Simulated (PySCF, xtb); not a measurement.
tetrafluoroethylene (C2F4), SMILES FC(F)=C(F)F.

GFN2-xTB (xtb) at its own geometry gives an orbital gap of 4.98 eV and a dipole moment of 0.00 D.

Coordinates come from a B3LYP-D3(BJ)/def2-SVP optimisation.

Q: What does PBE0/def2-TZVP (PySCF) give? (An estimate is asked for; the answer gives what the named calculation found.)

A: gap 8.27 eV (levels -7.55 and 0.73 eV), dipole 0.00 D.
